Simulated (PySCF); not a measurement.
## Deuteron quadrupole couplings in `[PH-]CP`

Compound: CH₅P₂ (charge -1).
Geometry (GFN2-xTB, Å), atoms numbered from 1 in this order:
```
atom  x, y, z in Å
P1     1.4242   -0.1927    1.0116
C2     0.1877   -0.6873   -0.2743
P3    -1.3911    0.2816   -0.3779
H4     1.6542    1.0284    0.4442
H5    -0.1072   -1.7232   -0.0652
H6     0.6185   -0.6728   -1.2838
H7    -1.5833    0.4422    0.9833
H8    -0.7940    1.5332   -0.4625
```

Level: PBE0/pcSseg-1 (PySCF, non-relativistic); Q(2H) = 0.00286 b; rigid geometry, the same for H and D, with no vibrational averaging.

Task: Rank these positions by the coupling χzz of a deuteron there, largest first.
A. H4 (P–H hydrogen)
B. H8 (P–H hydrogen)
C. H6 (methylene hydrogen)

Result: C (208 kHz), A (172 kHz), B (142 kHz).

Task: Give the electric field gradient Vzz (the principal value of largest size), its asymmetry and the 2H coupling at each hydrogen.

Result: 
| atom | bonded to | bond length (Å) | Vzz (au) | η | χzz (kHz) |
| --- | --- | --- | --- | --- | --- |
| H4 | P1 | 1.366 | 0.2563 | 0.18 | 172 |
| H5 | C2 | 1.097 | 0.3102 | 0.03 | 208 |
| H6 | C2 | 1.098 | 0.3103 | 0.05 | 208 |
| H7 | P3 | 1.384 | 0.2149 | 0.10 | 144 |
| H8 | P3 | 1.389 | 0.2118 | 0.10 | 142 |

Task: Average by the element that carries the hydrogen.

Result: on P: 153 kHz over 3 positions, mean bond length 1.380 Å; on C: 208 kHz over 2 positions, mean bond length 1.097 Å.

Isolated species at its GFN2-xTB geometry (one conformer only). The pcSseg-1 basis has no diffuse functions, a weakness for an anion. The HOMO energy is positive at this level (+1.30 eV), so the outermost electrons may be held by the finite basis alone. GFN2-xTB bond lengths can be off by several hundredths of an ångström, more for odd bonds, and the gradients follow them. With so small a basis the couplings can be 20 % off.
